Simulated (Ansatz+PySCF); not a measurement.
**doublet CH4(+): levels of theory in one basis**

```tsv
atom	x (Å)	y (Å)	z (Å)
C	0.0000	0.0000	0.2305
H	-0.5566	0.0000	-0.8401
H	0.5566	0.0000	-0.8401
H	0.0000	-0.9633	0.7248
H	0.0000	0.9633	0.7248
```

Basis set: cc-pVTZ (spherical functions). Frozen core: 1 orbital. Correlation on ROHF uses semicanonical orbitals with singles. Charge 1, multiplicity 2.

Computed with Ansatz (development build ahead of 0.2.0); each method stands on the lowest determinant of its kind that the runs found.

```
  method  E − E(ROHF) (eV)  <S²> of the determinant
    ROHF              0.00                     0.75
     UHF             -0.10                     0.76
ROHF-MP2             -4.47                        –
 UHF-MP2             -4.46                     0.76
```

**Question.** What does ROHF-CCSD(T) give on the same scale?

**Answer.** -5.18 eV.

**Question.** Is a single determinant a sound starting point here?

**Answer.** By this sign, yes. Unrestricted orbitals gain 0.10 eV and <S²> is 0.76 against 0.75 for a pure state.

Caution for ROHF-MP2, UHF-MP2: MP2 on this radical cation hangs on the determinant chosen.
